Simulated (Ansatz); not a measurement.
Two isomers of C4H6O2: A = `C=C=C(O)CO`, B = `C=CCC(=O)O`.

Program: Ansatz. Geometries: PBE0-D4/def2-TZVP. ΔE: electronic, gas phase. CCSD(T)/CBS adds triple-zeta CCSD(T) − MP2 to the extrapolated MP2 energy (def2 sets, frozen cores). Functionals use def2-TZVPP. B3LYP here is the variant with VWN-RPA as its local correlation; programs differ in this. One conformer a species, not always the lowest.

**Question.** Which isomer does CCSD(T)/CBS put lower? Give the gap. (Best estimate.)

**Answer.** Computed: B, by 45.4 kcal/mol.

**Question.** Give E(B) − E(A) in kcal/mol with CCSD(T)/def2-TZVPP, ωB97M-V, HF/def2-TZVPP, B3LYP, PBE-D4, B3LYP-D4, PBE0-D4. (Estimate.)

**Answer.** The calculation gave: CCSD(T)/def2-TZVPP -46.3, ωB97M-V -46.2, HF/def2-TZVPP -50.5, B3LYP -44.4, PBE-D4 -43.7, B3LYP-D4 -44.5, PBE0-D4 -45.3. None reverses the order clearly.

Largest T1 diagnostic: 0.014.

From PBE to PBE0 (25 % exact exchange), in def2-TZVPP and without D4, E(B) − E(A) moves by −1.6 kcal/mol. In def2-TZVPP, CCSD(T) changes the Hartree–Fock value by +4.3 kcal/mol (the triples alone add +0.3 kcal/mol) and MP2 by +3.2 kcal/mol.
